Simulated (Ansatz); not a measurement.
Frontier orbitals of C3H8FN (`CC(C)(N)F`).

Z-matrix (Å, degrees):
```
C
C 1 1.514
H 1 1.092 2 110.6
H 1 1.092 2 109.7 3 120.3
H 1 1.090 2 110.3 3 -120.6
C 2 1.514 1 113.2 3 60.8
N 2 1.413 1 112.0 3 -66.9
F 2 1.417 1 105.3 3 175.4
H 6 1.092 2 109.7 1 178.8
H 6 1.092 2 110.6 1 -60.9
H 6 1.090 2 110.4 1 59.7
H 7 1.005 2 116.0 1 -3.4
H 7 1.005 2 115.9 1 132.4
```

The species carries charge 0 and has multiplicity 1. The geometry is a stationary point of PBE0-D4/def2-TZVP. It is one conformer, not always the lowest. Basis def2-TZVPP, the Gaussian-basis code of Ansatz.

```json
{"functional": "PBE", "HOMO (eV)": "-5.89", "LUMO (eV)": "0.09", "gap (eV)": "5.98"}
{"functional": "B97M-V", "HOMO (eV)": "-6.35", "LUMO (eV)": "0.24", "gap (eV)": "6.59"}
{"functional": "PBE0", "HOMO (eV)": "-7.41", "LUMO (eV)": "0.89", "gap (eV)": "8.30"}
{"functional": "ωB97X-V", "HOMO (eV)": "-9.93", "LUMO (eV)": "2.72", "gap (eV)": "12.65"}
{"functional": "ωB97M-V", "HOMO (eV)": "-9.85", "LUMO (eV)": "2.26", "gap (eV)": "12.11"}
```

A quarter of exact exchange (PBE0) shifts PBE's HOMO by −1.52 eV and its LUMO by +0.80 eV; full exchange at long range (ωB97M-V) shifts them by −3.96 and +2.17 eV. The gap opens from 5.98 to 12.11 eV, since occupied levels lose self-interaction and empty ones feel all the electrons. A positive LUMO is unbound and depends on the basis.
